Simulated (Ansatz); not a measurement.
## SiH$_{4}$ ··· SiH$_{3}$Cl

The pair of SiH$_{4}$ (SMILES [SiH4], atoms 1–5) and SiH$_{3}$Cl (SMILES [SiH3]Cl, atoms 6–10), both closed shells, in one local arrangement (a lower one may exist), relaxed at PBE0-D4/def2-TZVP:

| atom | x (Å) | y (Å) | z (Å) |
| --- | --- | --- | --- |
| Si1 | 0.0659 | 0.0798 | -2.0425 |
| H2 | -1.3208 | 0.5247 | -2.3236 |
| H3 | 0.0423 | -1.0502 | -1.0775 |
| H4 | 0.8530 | 1.2003 | -1.4702 |
| H5 | 0.7061 | -0.3775 | -3.3030 |
| Si6 | 0.0208 | -0.1545 | 2.0967 |
| Cl7 | -1.3883 | 1.0715 | 1.2372 |
| H8 | 0.0491 | 0.1245 | 3.5507 |
| H9 | 1.3362 | 0.1427 | 1.4862 |
| H10 | -0.3642 | -1.5616 | 1.8459 |

Program: Ansatz 0.2.0. Basis: def2-TZVPPD, with def2-QZVPPD for the basis limit. Cores are frozen in the correlated methods. B3LYP uses VWN-RPA correlation. Extrapolation: Hartree–Fock as exp(−7.88 √X), correlation as X^−2.97. Interaction energies count from these two fragments, frozen as in the pair, with the counterpoise correction; negative means bound.

(1) What is the interaction energy by CCSD(T) at an estimated basis limit (MP2 extrapolated from triple and quadruple zeta, plus CCSD(T) − MP2 in triple zeta)? (To be estimated.)

(2) Which atoms make the shortest contact between the fragments?

No T1 diagnostic of these runs exceeds 0.011.

Results:

(1) By the calculation: -1.57 kcal/mol. Hartree–Fock alone gives 1.04 kcal/mol at the basis limit, so without correlation the pair would not bind at this distance. It counts from the two fragments frozen as in the pair.

The same quantity by other methods in triple zeta, and each one's difference from that estimate:
| method | E_int (kcal/mol) | difference |
| --- | --- | --- |
| PBE-D4 | -1.89 | -0.32 |
| revPBE-D4 | -1.69 | -0.12 |
| BLYP-D4 | -1.63 | -0.06 |
| r2SCAN-D4 | -1.46 | 0.11 |
| B97M-V | -1.56 | 0.00 |
| PBE0-D4 | -1.80 | -0.23 |
| B3LYP-D4 | -1.75 | -0.18 |
| HSE06-D4 | -1.77 | -0.21 |
| wB97X-V | -1.61 | -0.04 |
| wB97M-V | -1.68 | -0.11 |
| B2PLYP | -0.09 | 1.47 |
| HF | 1.05 | 2.62 |
| MP2 | -1.27 | 0.30 |
| CCSD | -0.87 | 0.70 |
| CCSD(T) | -1.19 | 0.38 |
Differences are method less estimate.

(2) H3 and H10, 3.00 Å apart.

Basis-set superposition shift (counterpoise-corrected less uncorrected): CCSD(T) 0.43; MP2 0.41; HF 0.08; PBE0-D4 0.07; wB97M-V 0.08 kcal/mol.

For scale, one of the runs: CCSD(T)/def2-TZVPPD, 266 basis functions, launched by `ansatz run in.yaml --threads 4 --pin off --events-out ev --progress --plain --max-ram 9574MiB`. Hardware: 4 CPU threads of an Intel Xeon Platinum 8259CL, shared host. Wall time 70 s; peak host memory 5.9 GiB.
